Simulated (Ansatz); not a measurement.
# BSiPH+ (quintet): wave-function methods side by side, cc-pVDZ

How much of the correlation energy of BSiPH+ (quintet) does each wave-function method recover here?

Program: Ansatz 0.2.0, Gaussian basis. Level of theory: cc-pVDZ, core rule «outside noble gas», up to 11 orbitals frozen. These are calculated values, not measurements.

To be run: UHF; CCSD(T) on ROHF; CCSD(T) on UHF; BCCD(T) on ROHF; CISD as a restricted active space (open shells left free, so some higher excitations enter); CCSDT(Q) on ROHF; CCSDT(Q) on UHF; CASSCF and NEVPT2, 12 electrons in 11 orbitals.

23 further runs of the same task are left out: 8 that didn't finish, 15 set aside as unsound or not needed. Runs told in other sessions of the task aren't counted.

## 1. The geometry

The geometry is a PBE0/def2-TZVP stationary point (not a proven minimum) of the parent state, kept for this charge and spin.

4 atoms, charge 1, spin multiplicity 5.

Atoms are counted from 1 here; the program's logs count them from 0.

Bond lengths: B1–Si2 1.805 Å, B1–H4 1.177 Å, Si2–P3 2.101 Å. Angles: Si2–B1–H4 180.0°, B1–Si2–P3 180.0°.

In the tables R marks a restricted open-shell determinant and U an unrestricted one; 'frontier' is the active space of 12 electrons in 11 orbitals; energies count from the table's Hartree-Fock row.

## 2. UHF

Input file in.yaml:

```yaml
crystal:
  periodic: [false, false, false]
  atoms:
    - {symbol: B, position_ang: [0.000000, 0.000000, 1.133575]}
    - {symbol: Si, position_ang: [0.000000, 0.000000, -0.671725]}
    - {symbol: P, position_ang: [0.000000, 0.000000, -2.772825]}
    - {symbol: H, position_ang: [0.000000, 0.000000, 2.310975]}
basis:
  gaussian: {orbitals: cc-pVDZ}
total_charge: 1
magnetization: {spin_polarized: true, initial_magnetization: 4}
hamiltonian: {xc: hf}
output: {orbitals: {seedname: orbitals}}
```

Command:

```sh
> ansatz run in.yaml --threads 1 --pin off --events-out ev --progress --plain --max-ram 2393MiB
```

The log of the run:

```text
Functional definition: HF
  name "HF"
  cite "Fock, Z. Phys. 61, 126 (1930) doi:10.1007/BF01340294"
  parent pbe
  exchange = exact_x
  correlation = 0
554 factors; integrals over basis functions are off by at most 1.2e-3 eV
mean field evaluation 1: about -17809.2447 eV, gradient 1.0e1 eV
mean field evaluation 2: about -17809.3409 eV, gradient 9.9e0 eV
mean field evaluation 4: about -17810.5475 eV, gradient 1.6e0 eV
mean field evaluation 8: about -17810.5977 eV, gradient 2.5e-1 eV
mean field evaluation 16: about -17797.8816 eV, gradient 1.5e1 eV
mean field evaluation 32: about -17805.4895 eV, gradient 1.1e-4 eV
mean field -17810.60026593 eV, -654.5274873146 hartree, gradient 3.2e-5 eV, S^2 6.043893; 3 other end points of the search recorded, 0 dependent functions left out
reference -17810.60026593 eV, -654.5274873146 hartree; 19, 15 occupied and 36, 40 virtual orbitals, 554 factors
Total energy: -17810.60026593 eV, -654.5274873146 hartree
```

It took 0.84 s on 1 thread of Intel Xeon 6975P-C, shared host.

From the report: ⟨S²⟩ of the determinant 6.044 (pure quintet: 6.00).

## 3. CCSD(T) on ROHF

in.yaml: that of step 2 with these lines changed.

```diff
@@ -10,4 +10,4 @@
 total_charge: 1
-magnetization: {spin_polarized: true, initial_magnetization: 4}
-hamiltonian: {xc: hf}
-output: {orbitals: {seedname: orbitals}}
+magnetization: {spin_polarized: false, initial_magnetization: 4}
+correlation: {method: ccsd_t, electrons: outside_noble_gas}
+output: {forces: true}
```

Launched as before.

The log of the run (excerpt; [...] marks lines left out):

```text
Functional definition: HF
  name "HF"
  cite "Fock, Z. Phys. 61, 126 (1930) doi:10.1007/BF01340294"
  parent pbe
[...]
554 factors; integrals over basis functions are off by at most 1.2e-3 eV
[...]
mean field -17810.35059529 eV, -654.5183120876 hartree, gradient 2.6e-6 eV, S^2 6.000000; 2 other end points of the search recorded, 0 dependent functions left out
[...]
determinant -17810.35059529 eV, -654.5183120876 hartree, with singles and doubles -17816.84602262 eV, -654.7570146392 hartree
determinant -17807.71663261 eV, -654.4215157447 hartree, with singles and doubles -17814.59975253 eV, -654.6744657362 hartree
determinant -17807.18102111 eV, -654.4018323850 hartree, with singles and doubles -17813.85932147 eV, -654.6472553965 hartree
11 core orbitals not correlated: weight in the atoms' cores, before any rotation towards them, 1.000 or more for the frozen orbitals, at most 0.000 for the correlated occupied ones
reference -17810.35059529 eV, -654.5183120876 hartree; 8, 4 occupied and 36, 40 virtual orbitals, 554 factors
second order -5.23059762 eV of doubles, -0.12176107 eV of singles
cycle   1  -6.49558522 eV  change   -1.6e-4 eV  update   6.4e-4
[...]
cycle   9  -6.49577995 eV  change    5.3e-7 eV  update   4.2e-7
perturbative correction -0.24524316 eV, -0.0090125199 hartree
[...]
Total energy: -17817.09161840 eV, -654.7660401177 hartree
Atom 0 at     0.000000     0.000000     1.133575 Å, force     0.000000    -0.000000     0.768256 eV/Å
Atom 1 at     0.000000     0.000000    -0.671725 Å, force     0.000000     0.000000     2.624544 eV/Å
Atom 2 at     0.000000     0.000000    -2.772825 Å, force     0.000000    -0.000000    -3.710723 eV/Å
Atom 3 at     0.000000     0.000000     2.310975 Å, force    -0.000000     0.000000     0.317922 eV/Å
Dipole moment:     0.000000     0.000000     0.276607 e Å
```

Run time: 4.1 s. Hardware: 1 thread of Intel Xeon 6975P-C, shared host.

From the report: correlation -6.7410 eV; T1 0.022; largest double amplitude 0.08.

## 4. CCSD(T) on UHF

in.yaml: that of step 3 with these lines changed.

```diff
@@ -10,3 +10,3 @@
 total_charge: 1
-magnetization: {spin_polarized: false, initial_magnetization: 4}
+magnetization: {spin_polarized: true, initial_magnetization: 4}
 correlation: {method: ccsd_t, electrons: outside_noble_gas}
```

The command is unchanged.

The log of the run (excerpt; [...] marks lines left out):

```text
Functional definition: HF
  name "HF"
  cite "Fock, Z. Phys. 61, 126 (1930) doi:10.1007/BF01340294"
  parent pbe
[...]
554 factors; integrals over basis functions are off by at most 1.2e-3 eV
[...]
mean field -17810.60026593 eV, -654.5274873146 hartree, gradient 2.4e-6 eV, S^2 6.043893; 2 other end points of the search recorded, 0 dependent functions left out
determinant -17810.60026593 eV, -654.5274873146 hartree, with singles and doubles -17816.85158721 eV, -654.7572191342 hartree
determinant -17808.02888397 eV, -654.4329907705 hartree, with singles and doubles -17814.62028800 eV, -654.6752204005 hartree
determinant -17807.35094769 eV, -654.4080770717 hartree, with singles and doubles -17813.86297581 eV, -654.6473896911 hartree
11 core orbitals not correlated: weight in the atoms' cores, before any rotation towards them, 1.000 or more for the frozen orbitals, at most 0.000 for the correlated occupied ones
reference -17810.60026593 eV, -654.5274873146 hartree; 8, 4 occupied and 36, 40 virtual orbitals, 554 factors
second order -5.05164567 eV of doubles, -0.00000000 eV of singles
cycle   1  -6.25149556 eV  change   -1.7e-4 eV  update   6.9e-4
[...]
cycle   9  -6.25165832 eV  change    1.1e-6 eV  update   5.2e-7
perturbative correction -0.23903657 eV, -0.0087844320 hartree
[...]
Total energy: -17817.09096083 eV, -654.7660159524 hartree
Atom 0 at     0.000000     0.000000     1.133575 Å, force     0.000000    -0.000000     0.764660 eV/Å
Atom 1 at     0.000000     0.000000    -0.671725 Å, force    -0.000000    -0.000000     2.624307 eV/Å
Atom 2 at     0.000000     0.000000    -2.772825 Å, force    -0.000000     0.000000    -3.707122 eV/Å
Atom 3 at     0.000000     0.000000     2.310975 Å, force    -0.000000    -0.000000     0.318155 eV/Å
Dipole moment:     0.000000    -0.000000     0.276576 e Å
```

It took 4.6 s on 1 thread of Intel Xeon 6975P-C, shared host.

From the report: ⟨S²⟩ of the determinant 6.044 (pure quintet: 6.00); correlation -6.4907 eV; T1 0.021; largest double amplitude 0.08.

## 5. BCCD(T) on ROHF

in.yaml: that of step 4 with these lines changed.

```diff
@@ -10,4 +10,3 @@
 total_charge: 1
-magnetization: {spin_polarized: true, initial_magnetization: 4}
-correlation: {method: ccsd_t, electrons: outside_noble_gas}
-output: {forces: true}
+magnetization: {spin_polarized: false, initial_magnetization: 4}
+correlation: {method: bccd_t, electrons: outside_noble_gas}
```

Launched as before.

The log of the run (excerpt; [...] marks lines left out):

```text
Functional definition: HF
  name "HF"
  cite "Fock, Z. Phys. 61, 126 (1930) doi:10.1007/BF01340294"
  parent pbe
[...]
554 factors; integrals over basis functions are off by at most 1.2e-3 eV
[...]
mean field -17810.35059529 eV, -654.5183120876 hartree, gradient 2.6e-6 eV, S^2 6.000000; 2 other end points of the search recorded, 0 dependent functions left out
[...]
determinant -17810.35059529 eV, -654.5183120876 hartree, with singles and doubles -17816.84602262 eV, -654.7570146392 hartree
determinant -17807.71663261 eV, -654.4215157447 hartree, with singles and doubles -17814.59975253 eV, -654.6744657362 hartree
determinant -17807.18102111 eV, -654.4018323850 hartree, with singles and doubles -17813.85932147 eV, -654.6472553965 hartree
11 core orbitals not correlated: weight in the atoms' cores, before any rotation towards them, 1.000 or more for the frozen orbitals, at most 0.000 for the correlated occupied ones
reference -17810.35059529 eV, -654.5183120876 hartree; 8, 4 occupied and 36, 40 virtual orbitals, 554 factors
second order -5.23059762 eV of doubles, -0.12176107 eV of singles
cycle   1  -6.49352508 eV  change    1.9e-3 eV  update   6.1e-3
[...]
cycle   8  -6.49020846 eV  change    4.5e-6 eV  update   1.3e-5
perturbative correction -0.25046650 eV, -0.0092044742 hartree
Total energy: -17817.09127026 eV, -654.7660273237 hartree
```

Wall time 2.5 s (1 thread of Intel Xeon 6975P-C, shared host).

From the report: correlation -6.7407 eV; largest double amplitude 0.08.

## 6. CISD as a restricted active space (open shells left free, so some higher excitations enter)

in.yaml: that of step 5 with these lines changed.

```diff
@@ -11,2 +11,2 @@
 magnetization: {spin_polarized: false, initial_magnetization: 4}
-correlation: {method: bccd_t, electrons: outside_noble_gas}
+correlation: {active_space: {ras: {orbitals: [4, 4, 36], electrons: 12, max_holes: 2, max_particles: 2}, fixed_orbitals: true}}
```

Same command.

The log of the run:

```text
Functional definition: HF
  name "HF"
  cite "Fock, Z. Phys. 61, 126 (1930) doi:10.1007/BF01340294"
  parent pbe
  exchange = exact_x
  correlation = 0
554 factors; integrals over basis functions are off by at most 1.2e-3 eV
mean field evaluation 1: about -17809.0877 eV, gradient 1.3e1 eV
mean field evaluation 2: about -17809.1720 eV, gradient 1.3e1 eV
mean field evaluation 4: about -17810.3179 eV, gradient 1.9e0 eV
mean field evaluation 8: about -17810.3506 eV, gradient 9.1e-4 eV
mean field -17810.35059529 eV, -654.5183120876 hartree, gradient 2.6e-6 eV, S^2 6.000000; 0 other end points of the search recorded, 0 dependent functions left out
reference -17810.35059529 eV, -654.5183120876 hartree; 19, 15 occupied and 36, 40 virtual orbitals, 554 factors
state -17816.28381822 eV, -654.7363540087 hartree
Total energy: -17816.28381822 eV, -654.7363540087 hartree
```

Run time: 5.5 s. Hardware: 1 thread of Intel Xeon 6975P-C, shared host.

From the report: 141,331 determinants.

## 7. CCSDT(Q) on ROHF

in.yaml: that of step 6 with these lines changed.

```diff
@@ -11,2 +11,2 @@
 magnetization: {spin_polarized: false, initial_magnetization: 4}
-correlation: {active_space: {ras: {orbitals: [4, 4, 36], electrons: 12, max_holes: 2, max_particles: 2}, fixed_orbitals: true}}
+correlation: {method: ccsdt_q, electrons: outside_noble_gas}
```

Launched as before.

The log of the run (excerpt; [...] marks lines left out):

```text
Functional definition: HF
  name "HF"
  cite "Fock, Z. Phys. 61, 126 (1930) doi:10.1007/BF01340294"
  parent pbe
[...]
991 factors; integrals over basis functions are off by at most 1.5e-7 eV
[...]
mean field -17810.35063664 eV, -654.5183136074 hartree, gradient 1.8e-6 eV, S^2 6.000000; 2 other end points of the search recorded, 0 dependent functions left out
[...]
determinant -17810.35063664 eV, -654.5183136074 hartree, with singles and doubles -17816.84606189 eV, -654.7570160826 hartree
determinant -17807.71667479 eV, -654.4215172947 hartree, with singles and doubles -17814.59979086 eV, -654.6744671448 hartree
determinant -17807.18106432 eV, -654.4018339729 hartree, with singles and doubles -17813.85936385 eV, -654.6472569539 hartree
11 core orbitals not correlated: weight in the atoms' cores, before any rotation towards them, 1.000 or more for the frozen orbitals, at most 0.000 for the correlated occupied ones
reference -17810.35063664 eV, -654.5183136074 hartree; 8, 4 occupied and 36, 40 virtual orbitals, 991 factors
second order -5.23060132 eV of doubles, -0.12176065 eV of singles
cycle   1  -6.18152963 eV  change   -8.3e-1 eV  update   8.9e-2
[...]
cycle  20  -6.79691382 eV  change   -7.4e-7 eV  update   5.3e-7
perturbative correction -0.01827076 eV, -0.0006714381 hartree
Total energy: -17817.16582123 eV, -654.7687670213 hartree
```

Wall time 30 s (1 thread of Intel Xeon 6975P-C, shared host); peak memory 0.76 GiB.

From the report: correlation -6.8152 eV; T1 0.023; largest double amplitude 0.10.

## 8. CCSDT(Q) on UHF

in.yaml: that of step 7 with these lines changed.

```diff
@@ -10,3 +10,3 @@
 total_charge: 1
-magnetization: {spin_polarized: false, initial_magnetization: 4}
+magnetization: {spin_polarized: true, initial_magnetization: 4}
 correlation: {method: ccsdt_q, electrons: outside_noble_gas}
```

Launched as before.

The log of the run (excerpt; [...] marks lines left out):

```text
Functional definition: HF
  name "HF"
  cite "Fock, Z. Phys. 61, 126 (1930) doi:10.1007/BF01340294"
  parent pbe
[...]
991 factors; integrals over basis functions are off by at most 1.5e-7 eV
[...]
mean field -17810.60030718 eV, -654.5274888302 hartree, gradient 1.7e-6 eV, S^2 6.043893; 2 other end points of the search recorded, 0 dependent functions left out
determinant -17810.60030718 eV, -654.5274888302 hartree, with singles and doubles -17816.85162588 eV, -654.7572205554 hartree
determinant -17808.02892664 eV, -654.4329923385 hartree, with singles and doubles -17814.62032588 eV, -654.6752217927 hartree
determinant -17807.35099068 eV, -654.4080786514 hartree, with singles and doubles -17813.86302206 eV, -654.6473913906 hartree
11 core orbitals not correlated: weight in the atoms' cores, before any rotation towards them, 1.000 or more for the frozen orbitals, at most 0.000 for the correlated occupied ones
reference -17810.60030718 eV, -654.5274888302 hartree; 8, 4 occupied and 36, 40 virtual orbitals, 991 factors
second order -5.05164838 eV of doubles, -0.00000000 eV of singles
cycle   1  -5.88618618 eV  change   -8.3e-1 eV  update   9.2e-2
[...]
cycle  21  -6.54806860 eV  change   -2.4e-7 eV  update   4.4e-7
perturbative correction -0.01836049 eV, -0.0006747357 hartree
Total energy: -17817.16673627 eV, -654.7688006487 hartree
```

Wall time 26 s (1 thread of Intel Xeon 6975P-C, shared host); peak memory 0.6 GiB.

From the report: ⟨S²⟩ of the determinant 6.044 (pure quintet: 6.00); correlation -6.5664 eV; T1 0.022; largest double amplitude 0.10.

## 9. CASSCF and NEVPT2, 12 electrons in 11 orbitals

in.yaml: that of step 8 with these lines changed.

```diff
@@ -10,3 +10,3 @@
 total_charge: 1
-magnetization: {spin_polarized: true, initial_magnetization: 4}
-correlation: {method: ccsdt_q, electrons: outside_noble_gas}
+magnetization: {spin_polarized: false, initial_magnetization: 4}
+correlation: {method: sc_nevpt2, electrons: outside_noble_gas, active_space: {window: {electrons: 12, orbitals: 11}}}
```

Same command.

The log of the run:

```text
Functional definition: HF
  name "HF"
  cite "Fock, Z. Phys. 61, 126 (1930) doi:10.1007/BF01340294"
  parent pbe
  exchange = exact_x
  correlation = 0
554 factors; integrals over basis functions are off by at most 1.2e-3 eV
mean field evaluation 1: about -17809.0877 eV, gradient 1.3e1 eV
mean field evaluation 2: about -17809.1720 eV, gradient 1.3e1 eV
mean field evaluation 4: about -17810.3179 eV, gradient 1.9e0 eV
mean field evaluation 8: about -17810.3506 eV, gradient 9.1e-4 eV
mean field -17810.35059529 eV, -654.5183120876 hartree, gradient 2.6e-6 eV, S^2 6.000000; 0 other end points of the search recorded, 0 dependent functions left out
reference -17810.35059529 eV, -654.5183120876 hartree; 19, 15 occupied and 36, 40 virtual orbitals, 554 factors
state -17811.74810204 eV, -654.5696695134 hartree
state -17811.74810204 eV, -654.5696695134 hartree; corrected -17815.84217802 eV, -654.7201240307 hartree
Total energy: -17815.84217802 eV, -654.7201240307 hartree
```

It took 7.5 s on 1 thread of Intel Xeon 6975P-C, shared host.

From the report: 13,570 determinants; active occupations 2.00, 1.99, 1.98, 1.95, 1.00, 1.00, 0.98, 0.98, 0.05, 0.03, 0.03.

## 10. All levels against the top one

The yardstick is UCCSDT(Q), where the cluster series has nearly closed. Rows without a time are mean-field rows or come out of runs for another level: lower rungs of the coupled-cluster runs, CASSCF and MRCISD of the multireference runs, or the Hartree-Fock search. The times of RCCSD(T), UCCSD(T) include forces.

Differences are taken before rounding.

```csv
method,energy from the lowest ROHF (meV),from UCCSDT(Q) (meV),time
ROHF,0.0,+6816.1,
UHF,-249.7,+6566.5,
RMP2,-5352.4,+1463.8,
UMP2,-5301.3,+1514.8,
CISD,-5933.2,+882.9,5.5 s
RCCSD,-6495.8,+320.4,
UCCSD,-6501.3,+314.8,
RCCSD(T),-6741.0,+75.1,4.1 s
UCCSD(T),-6740.4,+75.8,4.6 s
BCCD(T),-6740.7,+75.5,2.5 s
RCCSDT,-6797.0,+19.2,
UCCSDT,-6797.8,+18.4,
RCCSDT(Q),-6815.2,+0.9,30 s
UCCSDT(Q),-6816.1,0,26 s
CASSCF frontier,-1397.5,+5418.6,
NEVPT2 frontier,-5491.6,+1324.6,7.5 s
```

Among the levels timed on like hardware and quicker than the yardstick, those that no quicker one beats, quickest first: BCCD(T) (2.5 s, +75.5 meV); RCCSD(T) (4.1 s, +75.1 meV).

## 11. Summary of results

```
                         quantity                      value
    UCCSDT(Q) from the ROHF energy                 -6.8161 eV
              RMP2 from UCCSDT(Q)                +1463.8 meV
              UMP2 from UCCSDT(Q)                +1514.8 meV
             RCCSD from UCCSDT(Q)                 +320.4 meV
          RCCSD(T) from UCCSDT(Q)                  +75.1 meV
          UCCSD(T) from UCCSDT(Q)                  +75.8 meV
         RCCSDT(Q) from UCCSDT(Q)                   +0.9 meV
   NEVPT2 frontier from UCCSDT(Q)                +1324.6 meV
levels within 1 kcal/mol (43 meV)  RCCSDT, UCCSDT, RCCSDT(Q)
                    T1 diagnostic                      0.022
```

**Reading.** RCCSD(T) lands +75.1 meV from the yardstick (1.1 % of the correlation energy). These misses are within one basis, not against nature; the frozen cores of restricted and unrestricted runs differ, which can shift their rows.

With open shells the CI space here admits some higher excitations, so it is larger than plain CISD.

RCCSD(T) reaches 75.1 meV from the reference in 4.1 s, where UCCSDT(Q) took 26 s; the quickest level in the cost chart, BCCD(T), takes 2.5 s and misses by 75.5 meV.
